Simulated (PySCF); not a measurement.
A species of formula C4H9NS has this rotational fingerprint, computed with PBE0/def2-SVPD in PySCF (dipole) on a GFN2-xTB geometry, gas phase:

```
Rotational constants : A = 4453, B = 1835, C = 1412 MHz
Dipole components    : |μa| = 2.88 D, |μb| = 3.68 D, |μc| = 0.35 D
Inertial defect      : -30.98 u·Å²
κ                    : -0.72
```

Question: Which candidate fits, each taken in the one conformer that was computed?
A. `[CH3:1][CH2:2][NH:3][C:4]([CH3:5])=[S:6]` with C1–C2–N3–C4 119°, C2–N3–C4–C5 -176°
B. `[CH3:1]/[N:2]=[CH:3]\[C@H:4]([CH3:5])[SH:6]` with N2–C3–C4–C5 -145°, C3–C4–S6–H -56°

Answer: A. It is CCNC(C)=S, an asymmetric top, point group C1. The candidates at the same level (rigid rotor, commonest isotopes):

```json
{"SMILES": "C/N=C\\[C@H](C)S", "A (MHz)": "4122", "B (MHz)": "1856", "C (MHz)": "1468", "μa (D)": "0.03", "μb (D)": "0.63", "μc (D)": "1.63", "Δ (u·Å²)": "-50.52", "point group": "C1", "rotor": "asymmetric top"}
{"SMILES": "CCNC(C)=S", "A (MHz)": "4453", "B (MHz)": "1835", "C (MHz)": "1412", "μa (D)": "2.88", "μb (D)": "3.68", "μc (D)": "0.35", "Δ (u·Å²)": "-30.98", "point group": "C1", "rotor": "asymmetric top"}
```

`C/N=C\[C@H](C)S` has A 7 % too low. No structure here is proved a minimum.
